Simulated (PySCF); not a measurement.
# LiSi⁻: from constants to spectrum

ROHF-CCSD(T) constants of LiSi⁻, triplet, unpaired electrons π ↑↑ (basis Li aug-pcseg-1, Si aug-pcseg-1; no relativity; PySCF 2.14; masses 7.0160 and 27.9769 u):

| Item | Value |
| --- | --- |
| ωe | 308.5 cm⁻¹ |
| ωexe | 3.68 cm⁻¹ |
| Be | 0.44078 cm⁻¹ |
| αe | 0.00778 cm⁻¹ |
| D (centrifugal) | 3.6e-06 cm⁻¹ |
| De to Li + Si⁻ | 1.14 eV |

(1) Give the vibrational terms G(v) and spacings up to v = 6.

(2) How well does the Morse estimate ωe²/(4ωexe) reproduce De, and what is D0?

Correlated steps freeze 5 core orbitals. Correlated levels converge slowly with the basis: in double zeta they bind strong bonds too weakly, by up to about 1 eV, and carry superposition errors of some tenths. For an ion De counts to the pair picked by the measured ionisation energies or electron affinities, which need not be the lowest pair at this level. The CCSD T1 diagnostic is raised, a sign that a single reference may not be enough here. The state is the lowest determinant that a PBE0 search found; another state may lie lower at other levels.

## Answers

(1) G(v) = ωe(v+½) − ωexe(v+½)².

```
v  G(v) (cm⁻¹)  G(v) − G(v−1)  Bv (cm⁻¹)
0        153.3                    0.4369
1        454.5          301.1     0.4291
2        748.2          293.8     0.4213
3       1034.7          286.4     0.4136
4       1313.7          279.1     0.4058
5       1585.4          271.7     0.3980
6       1849.8          264.3     0.3902
```

(2) It gives 0.80 eV, 70 % of the computed De. D0 = De − G(0) = 1.14 − 0.02 = 1.12 eV.
